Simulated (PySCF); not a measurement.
## What each rung costs, and what it gives

Saddle point of CH5BO, singlet (CH₅BO ([CH3][BH][OH]) → CH₃B ([BH][CH2]) + H₂O (still joined by a long B–O bond); bonds formed: O2–H4; bonds broken: C3–H4; bonds weakened to dative contacts: B1–O2), PBE0-D4/def2-TZVP structure:

| atom | x (Å) | y (Å) | z (Å) |
| --- | --- | --- | --- |
| B1 | -0.6783 | -0.1474 | -0.2722 |
| O2 | 0.3159 | -1.3595 | -0.2473 |
| C3 | 0.0847 | 0.9798 | 0.2099 |
| H4 | 0.8260 | -0.3013 | -0.3421 |
| H5 | -1.6717 | -0.3262 | -0.8980 |
| H6 | 0.4231 | -1.7594 | 0.6248 |
| H7 | -0.1657 | 2.0046 | -0.0436 |
| H8 | 0.8661 | 0.9095 | 0.9685 |

Barriers are electronic and count from the start structure reached by relaxing down the imaginary mode.

PySCF 2.14 with density fitting (its default auxiliary sets; JK sets also for MP2 and CCSD(T)); basis: as named in each row; cores frozen in the correlated methods. B3LYP uses VWN-RPA correlation. Extrapolation: Hartree–Fock as exp(−7.88 √X), correlation as X^−2.97.

Times are rough, for one single point on 4 threads of a shared host (AMD EPYC 9R45).

The estimate by CCSD(T) at an estimated basis limit (MP2 extrapolated from triple and quadruple zeta, plus CCSD(T) − MP2 in triple zeta) is 3.538 eV.

```json
{"method": "HF", "basis": "STO-3G", "time (s)": "under 1", "barrier (eV)": "5.666", "method less estimate": "2.128"}
{"method": "MP2", "basis": "def2-QZVPP", "time (s)": "1", "barrier (eV)": "3.494", "method less estimate": "-0.044"}
{"method": "B3LYP-D4", "basis": "6-31G", "time (s)": "1", "barrier (eV)": "3.720", "method less estimate": "0.182"}
{"method": "PBE-D4", "basis": "def2-SVP", "time (s)": "2", "barrier (eV)": "3.284", "method less estimate": "-0.254"}
{"method": "PBE0-D4", "basis": "def2-SVP", "time (s)": "2", "barrier (eV)": "3.513", "method less estimate": "-0.025"}
{"method": "SPW92", "basis": "def2-TZVPP", "time (s)": "2", "barrier (eV)": "3.037", "method less estimate": "-0.501"}
{"method": "CCSD(T)", "basis": "def2-SVP", "time (s)": "3", "barrier (eV)": "3.722", "method less estimate": "0.184"}
{"method": "PBE0-D4", "basis": "def2-TZVPP", "time (s)": "3", "barrier (eV)": "3.446", "method less estimate": "-0.092"}
{"method": "B3LYP-D4", "basis": "def2-TZVPP", "time (s)": "3", "barrier (eV)": "3.535", "method less estimate": "-0.003"}
{"method": "BHLYP-D4", "basis": "def2-TZVPP", "time (s)": "3", "barrier (eV)": "3.788", "method less estimate": "0.250"}
{"method": "PBE-D4", "basis": "def2-TZVPP", "time (s)": "3", "barrier (eV)": "3.234", "method less estimate": "-0.305"}
{"method": "r2SCAN-D4", "basis": "def2-TZVPP", "time (s)": "5", "barrier (eV)": "3.418", "method less estimate": "-0.121"}
{"method": "CCSD(T)", "basis": "def2-TZVPP", "time (s)": "41", "barrier (eV)": "3.563", "method less estimate": "0.025"}
{"method": "wB97M-V", "basis": "def2-TZVPP", "time (s)": "78", "barrier (eV)": "3.504", "method less estimate": "-0.035"}
```

All methods are single points on the PBE0-D4 structures.

T1 diagnostic: at most 0.014.

Labels in which every atom is bracketed show which atoms are joined, not bond orders.
